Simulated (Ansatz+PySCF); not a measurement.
The numbers below are computed, except where a source is named.
## Ansatz (development build ahead of 0.2.0) run

```yaml
crystal:
  periodic: [false, false, false]
  atoms:
    - { symbol: O, position_ang: [0.0, 0.0, -0.13761] }
    - { symbol: H, position_ang: [0.0, 0.8673, 0.55045] }
    - { symbol: H, position_ang: [0.0, -0.8673, 0.55045] }
basis:
  gaussian: { orbitals: "6-31G" }
magnetization:
  spin_polarized: true
hamiltonian:
  xc: hf
correlation:
  method: mp2
  frozen_orbitals: { H: 0, O: 1 }
scf:
  omitted_lower_state_checks: [stability, starts, atomic_configurations, cluster_reference, orbital_swaps, given_window_search, neighbouring_geometries, increment]
```

The input is written out in the form of the current development build from the run's settings.

Output:

```yaml
Converged: yes
Reference_energy: -75.94984 hartree
Correlation_energy: -0.14188 hartree
Total_energy: -76.09173 hartree
Spin_squared_of_the_determinant: 0.000
Occupied_orbitals_by_symmetry_in_an_Abelian_subgroup_alpha;_beta: 3 A1 1 B1 1 B2; 3 A1 1 B1 1 B2
```

Caution: bonds are stretched, where a single reference can fail.
